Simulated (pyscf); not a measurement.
F–MoH(F)(F)(F)–F + H₂S → F–Mo(F)(F)(F)(F)–SH + hydrogen (H₂) (four-centre exchange; singlet surface; H–Mo, H–S broken, Mo–S, H–H formed). Optimised with ωB97X-D3(BJ)/def2-SVP in PySCF. Energies in kcal/mol from the separated reactants.

```json
[
 {"level": "PBE/def2-TZVP", "barrier": "5.5", "reaction energy": "-16.2"},
 {"level": "r²SCAN/def2-TZVP", "barrier": "4.4", "reaction energy": "-17.4"},
 {"level": "PBE0-D3(BJ)/def2-TZVP", "barrier": "7.5", "reaction energy": "-13.0"},
 {"level": "M06-2X/def2-TZVP", "barrier": "12.4", "reaction energy": "-10.5"},
 {"level": "ωB97M-D3(BJ)/def2-TZVP", "barrier": "14.9", "reaction energy": "-7.7"},
 {"level": "HF/def2-TZVP", "barrier": "37.4", "reaction energy": "+4.4"}
]
```

The functionals in the table span 10.5 kcal/mol in this barrier, from r²SCAN to ωB97M-D3(BJ)/def2-TZVP. On the reactant side the descent ends in a bound adduct, 10.3 kcal/mol under the separated species and 21.5 kcal/mol under the saddle at ωB97X-D3(BJ)/def2-TZVP. At ωB97X-D3(BJ)/def2-TZVP the barrier from the zero used here is 11.3 kcal/mol. This is the saddle that the search found; another between the same sides may lie lower. Elements past Kr carry the def2 core potentials, without spin-orbit coupling.
